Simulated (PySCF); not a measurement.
Gas-phase reaction: Al(OH)3 = AlOH + 2 OH

Energies from PySCF, thermal terms from the rigid-rotor harmonic-oscillator model, ideal gas at 1 bar. S°(298 K) at PBE0/def2-TZVP differs from the NASA 1993 table for AlOH (+24 J/mol/K); whether the harmonic model or the table's entry is off was not settled. † marks an energy on the PBE0/def2-TZVP geometry and frequencies; other levels use their own. MP2 freezes the core. Open shells (unrestricted): OH (multiplicity 2, electronic degeneracy 4); the rest are closed-shell singlets. Spin-orbit splitting is ignored; it lowers the true energy and changes the entropy of OH. Al(OH)3: computed as isolated molecules; such fragments, hydroxides, amides, oligomers or adducts are transient or little studied in the gas. MP2 isn't extrapolated to the basis-set limit; its ΔH°(298 K) is 884.0 kJ in def2-SVP and 931.9 kJ in def2-TZVPP. The harmonic model lacks anharmonicity and excited electronic states, which grow with temperature; levels with a mode under 35 cm⁻¹ are left out. Soft modes under 120 cm⁻¹ make the harmonic entropy rough for AlOH.

```json
[
 {"level": "M06-2X/def2-TZVP†", "ΔE electronic, kJ": "905", "ΔH°(298 K), kJ": "883", "ΔS°(298 K), J/K": "305", "ΔG°(2000 K), kJ": "288"},
 {"level": "MP2/def2-SVP†", "ΔE electronic, kJ": "906", "ΔH°(298 K), kJ": "884", "ΔS°(298 K), J/K": "305", "ΔG°(2000 K), kJ": "289"},
 {"level": "PBE/def2-SVP", "ΔE electronic, kJ": "884", "ΔH°(298 K), kJ": "863", "ΔS°(298 K), J/K": "288", "ΔG°(2000 K), kJ": "306"},
 {"level": "PBE/def2-TZVP†", "ΔE electronic, kJ": "883", "ΔH°(298 K), kJ": "861", "ΔS°(298 K), J/K": "305", "ΔG°(2000 K), kJ": "266"},
 {"level": "PBE0/def2-SVP†", "ΔE electronic, kJ": "862", "ΔH°(298 K), kJ": "841", "ΔS°(298 K), J/K": "305", "ΔG°(2000 K), kJ": "245"},
 {"level": "ωB97M-V/def2-TZVP†", "ΔE electronic, kJ": "884", "ΔH°(298 K), kJ": "862", "ΔS°(298 K), J/K": "305", "ΔG°(2000 K), kJ": "267"}
]
```
ΔH° is lowest at PBE0/def2-SVP† and highest at MP2/def2-SVP†. No reference value is set beside these.
